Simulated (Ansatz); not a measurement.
Elastic constant C12 of some transition metals

Method: PBEsol (Ansatz, a first-principles code, plane waves, PAW). References are measured values at low temperature. The table is a random draw of 8 from 15 solids with such references.

Values in GPa.

| solid | reference | PBEsol | error (%) |
|---|---|---|---|
| bcc Ta | 158¶ | 169 | +7.0 |
| hcp Ti | 87 | 89.4 | +2.8 |
| bcc Mo | 160¶ | 174 | +8.8 |
| fcc Ag | 97.3 | 105 | +7.9 |
| bcc Fe | 138 | 177 | +28 |
| hcp Y | 29.1¶ | 24.6 | -15.5 |
| fcc Ni | 151 | 184 | +22 |
| hcp Zr | 67.2 | 68.9 | +2.5 |

Over these 8 solids the mean error is +7.9 %, the mean absolute error 11.8 % (median 8.3 %), and the worst case bcc Fe at +28 %; the value is too high in 7 of 8 cases. Over all 15, from unrounded values, the mean error is +11.2 % and the mean absolute error 13.7 % (median 6.5 %). Caveats on values not shown: shear constants of such metals converge slowly with the k mesh (2); the commensurate order stands in for chromium's spin-density wave, and the size of the moments varies much between levels (1).

All these references are low-temperature values that still hold zero-point motion.

Spin–orbit coupling is left out, also for the solids with elements from indium on (bcc Ta); its size isn't shown.

¶ marks references of a special kind: bcc Ta, 158 GPa (measured, 0 K, extrapolated to 0 K; zero-point effects included; as tabulated in Wang et al. (2022), arXiv:2209.12322); bcc Mo, 160 GPa (measured, 0 K, 300 K values taken to 0 K by the source's computed thermal shift; zero-point effects included; as tabulated in Gong and Corso (2024), arXiv:2406.16634); hcp Y, 29.1 ± 0.3 GPa (measured, 0 K, extrapolated to 0 K; as tabulated in Elastic Constants of Yttrium Single Crystals in the Temperature Range 4.2-400 K).

Differences are worked out from the printed values.

Each level is taken at its own relaxed cell. Caveats: shear constants of such metals converge slowly with the k mesh (bcc Ta, bcc Mo). Ansatz's density-functional and Hartree–Fock values are scalar-relativistic unless marked +SOC, with PAW data made under PBE.

Ansatz's runs of these crystals have no spin polarisation, but for bcc Fe, fcc Ni.

Density-functional runs with spin start from parallel moments for bcc Fe, parallel moments for fcc Ni.

Not in this set, of the transition metals with a reference value in our tables and a result at some level: 5 for a reference at room or unstated temperature; 2 for a doubt noted on the run at PBEsol. These can be a level's best or worst cases. Solids without a released value at any level aren't counted. L1₀ solids are left out, as their cells have other axes than the references. Layered and molecular crystals are counted apart. The metals Ce to Yb are counted apart.

References as tabulated in Li et al. (2021), arXiv:2102.01972; Wang et al. (2022), arXiv:2209.12322; Ferrari et al. (2019), arXiv:1905.01197; Gong and Corso (2024), arXiv:2406.16634 and others.
